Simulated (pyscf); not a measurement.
# Addition: H₂C=CH–C≡N + methyl (CH₃•) → H₃C–CH₂–CH•–C≡N

Gas phase, doublet surface, charge 0. Bonds broken: none. Bonds formed: C1–C8. Optimised with ωB97X-D3(BJ)/def2-SVP in PySCF.

Transition state (Å):

```xyz
11

C     -0.0460     0.1481     0.5107
C     -0.2169    -0.4423    -0.6978
C     -1.1593    -1.5059    -0.8990
N     -1.9273    -2.3592    -1.0615
H     -0.5134    -0.2634     1.4083
H      0.7296     0.9052     0.6462
H      0.3221    -0.0943    -1.5842
C     -1.7089     1.9180     0.6573
H     -1.3849     2.5324    -0.1859
H     -2.5928     1.2903     0.5211
H     -1.4735     2.2655     1.6671
```

One imaginary mode, 338i cm⁻¹; descent along it reached the two sides named.

| bond | change | reactant side (Å) | saddle | product side |
|---|---|---|---|---|
| C1–C8 | forms | 3.7 | 2.433 | 1.538 |

Electronic energies relative to the separated reactants (kcal/mol):

```
level                   barrier  reaction energy  reverse barrier
----------------------  -------  ---------------  ---------------
ωB97X-D3(BJ)/def2-TZVP      1.6            -40.0             41.5
PBE/def2-TZVP              -0.8            -38.3             37.5
r²SCAN/def2-TZVP           -0.2            -38.4             38.2
B3LYP-D3(BJ)/def2-TZVP      0.2            -36.0             36.3
PBE0-D3(BJ)/def2-TZVP      -0.1            -41.5             41.4
M06-2X/def2-TZVP            1.8            -37.1             38.9
ωB97M-D3(BJ)/def2-TZVP      2.1            -37.2             39.3
HF/def2-TZVP                5.7            -30.8             36.5
```

With ωB97M-D3(BJ)/def2-TZVP energies and thermal terms (ideal gas, 1 atm, RRHO with modes under 100 cm⁻¹ raised to 100, one conformer, R ln 2 for rigid chiral ones), in kcal/mol:

| T (K) | ΔH‡ | ΔG‡ | ΔH | ΔG |
|---|---|---|---|---|
| 298 | 3.2 | 12.5 | -33.2 | -22.8 |
| 600 | 3.5 | 21.8 | -33.5 | -12.0 |
| 900 | 4.0 | 30.8 | -33.0 | -1.4 |
| 1200 | 4.5 | 39.7 | -32.1 | +9.1 |

At PBE, r²SCAN this geometry lies under the reactants; that is no barrier but a single point on another level's saddle; such a level's own saddle, if it has one, lies nearer that side and is low. This is the saddle that the search found; another between the same sides may lie lower.
